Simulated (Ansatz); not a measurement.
**Lattice constant a of some cubic elemental metals**

Method: PBEsol-D3(BJ) (plane waves, PAW; Ansatz, an electronic-structure program). References are measured values corrected to a static lattice. The table is a random draw of 6 from 21 solids with such references.

Values in Å.

```tsv
solid	reference	PBEsol-D3(BJ)	error (%)
bcc W	3.16	3.129	-0.98
bcc Nb	3.294	3.229	-1.97
fcc Al	4.018	3.961	-1.42
fcc Pd	3.876	3.832	-1.14
fcc Ag	4.062	3.994	-1.67
bcc Rb	5.576¶	5.420	-2.80
```

Over these 6 solids the mean error is -1.66 %, the mean absolute error 1.66 % (median 1.55 %), and the worst case bcc Rb at -2.80 %; the value is too low in 6 of 6 cases. Over all 21, from unrounded values, the mean error is -2.22 % and the mean absolute error 2.22 % (median 1.99 %).

All these references are brought to a static lattice.

Spin–orbit coupling is left out, also for the solids with elements from indium on (bcc W); its size isn't shown.

¶ marks references of a special kind: bcc Rb, 5.576 Å (measured, low-temperature or extrapolated to 0 K; zero-point anharmonic expansion removed; as tabulated in Csonka et al. (2009), arXiv:0903.4037).

Differences are worked out from the printed values.

Ansatz's density-functional and Hartree–Fock values are scalar-relativistic unless marked +SOC, with PAW data made under PBE.

Ansatz's runs of these crystals have no spin polarisation.

Not in this set, of the elemental metals with a reference value in our tables and a result at some level: 19 for a reference at room or unstated temperature; 3 for no value at PBEsol-D3(BJ) (not run, a failed fit, an unstable or unbound cell, or a value held back for tests); 1 for a run that ended without the magnetic order (PBEsol-D3(BJ)). These can be a level's best or worst cases. Solids without a released value at any level aren't counted. Layered and molecular crystals are counted apart. The metals Ce to Yb are counted apart.

References as tabulated in Mejia-Rodriguez and Trickey (2018), arXiv:1807.09216; Csonka et al. (2009), arXiv:0903.4037.
